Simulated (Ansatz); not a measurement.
in.yaml

```yaml
crystal:
  periodic: [false, false, false]
  atoms:
    - {symbol: B, position_ang: [0.000000, -0.106377, 0.236412]}
    - {symbol: Al, position_ang: [0.000000, -0.047746, -1.882963]}
    - {symbol: H, position_ang: [0.000000, 0.154124, 1.646552]}
basis:
  gaussian: {orbitals: 6-31G}
magnetization: {spin_polarized: false, initial_magnetization: 1}
correlation: {method: ccsdtq, electrons: outside_noble_gas}
```

```sh
$ ansatz run in.yaml --threads 1 --pin off --events-out ev --progress --plain --max-ram 2393MiB
```

Output:

```
495 factors; integrals over basis functions are off by at most 1.6e-7 eV
mean field evaluation 1: about -7264.8653 eV, gradient 7.7e0 eV
mean field evaluation 2: about -7264.8662 eV, gradient 7.7e0 eV
mean field evaluation 4: about -7265.5711 eV, gradient 1.4e0 eV
mean field evaluation 8: about -7265.6301 eV, gradient 2.9e-3 eV
mean field evaluation 16: about -7265.6313 eV, gradient 5.5e-2 eV
mean field evaluation 32: about -7264.8655 eV, gradient 7.7e0 eV
mean field evaluation 64: about -7265.6104 eV, gradient 1.5e0 eV
mean field evaluation 96: about -7265.6398 eV, gradient 3.3e-2 eV
mean field evaluation 128: about -7265.6301 eV, gradient 2.0e-6 eV
mean field evaluation 160: about -7261.0798 eV, gradient 1.9e-3 eV
...
cycle  28  -2.68257435 eV  change    3.5e-6 eV  update   1.1e-5
cycle  29  -2.68257194 eV  change    2.4e-6 eV  update   8.0e-6
cycle  30  -2.68257052 eV  change    1.4e-6 eV  update   5.9e-6
cycle  31  -2.68257020 eV  change    3.2e-7 eV  update   4.5e-6
cycle  32  -2.68256967 eV  change    5.2e-7 eV  update   3.5e-6
cycle  33  -2.68257016 eV  change   -4.9e-7 eV  update   2.6e-6
cycle  34  -2.68257108 eV  change   -9.2e-7 eV  update   1.8e-6
cycle  35  -2.68257165 eV  change   -5.6e-7 eV  update   1.3e-6
cycle  36  -2.68257195 eV  change   -3.0e-7 eV  update   9.4e-7
cycle  37  -2.68257199 eV  change   -3.5e-8 eV  update   6.9e-7
Total energy: -7268.31262801 eV, -267.1055624402 hartree
```

For the same geometry and basis full CI lies 0.2 meV lower.

Ran on 1 thread of Arm Neoverse N1, shared host: 39 s wall, 0.16 GiB peak host memory.
